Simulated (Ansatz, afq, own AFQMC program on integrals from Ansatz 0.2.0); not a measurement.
## SbH⁺, quartet: AFQMC among the cluster methods

```
atom   x (Å)   y (Å)   z (Å)
  Sb  0.0000  0.0000  0.0000
   H  0.0000  0.0000  3.3920
```

Basis def2-TZVP with its core potentials. Noble-gas cores (and the filled d shells of Ga–Kr and In–Xe) are frozen. Ansatz 0.2.0 and our own AFQMC program on the same integrals; the CISD trial comes from CCSD amplitudes, and released means the phaseless constraint is let go. ± is one standard error of the sampling. No spin–orbit coupling.

Determinant: UHF, the one that the program's search chose, which needn't be the lowest solution. The geometry is a point of a scan.

Full CI on the same integrals is exact in this basis and with this determinant's frozen core.

Cautions: no spin-orbit coupling; inner d shell frozen; lower spins were not checked; the released energies have errors that jump between times, so the bars are unsure, so no released level is given (meV from the phaseless value at times in 1/Eh: -34 ± 35 at 0.24, -0.6 ± 0.5 at 0.51, 0.4 ± 0.6 at 0.99, -4 ± 3 at 1.62, -0.1 ± 1.5 at 2.40), though the last usable value meets full CI within the noise.

```
T1 diagnostic                               : 0.0084
weight of the determinant in the CISD state : 0.953
⟨S²⟩ of the determinant                     : 3.759
size of the correlated space                : 5 electrons in 47 orbitals
```

Reference: full CI, correlation energy -1.666 eV.

```json
{"level": "HF", "E − E(reference) (kcal/mol)": "38.41", "share of correlation (%)": "0.00"}
{"level": "MP2", "E − E(reference) (kcal/mol)": "9.47", "share of correlation (%)": "75.35"}
{"level": "CCSD", "E − E(reference) (kcal/mol)": "1.17", "share of correlation (%)": "96.95"}
{"level": "CCSD(T)", "E − E(reference) (kcal/mol)": "0.28", "share of correlation (%)": "99.28"}
{"level": "CCSDT", "E − E(reference) (kcal/mol)": "0.02", "share of correlation (%)": "99.95"}
{"level": "CCSDT(Q)", "E − E(reference) (kcal/mol)": "0.00", "share of correlation (%)": "99.99"}
{"level": "ph-AFQMC/CISD", "E − E(reference) (kcal/mol)": "0.00 ± 0.02", "share of correlation (%)": "99.99"}
```

CCSDT and higher add their correlation energy to the determinant of the CCSD(T) run, since their own runs factorise the integrals more tightly (a shift of under 2 meV). A walk keeps the symmetry of its determinant, which the program's search chose and which needn't be the lowest solution, so a lower state of the same spin and another symmetry isn't excluded.
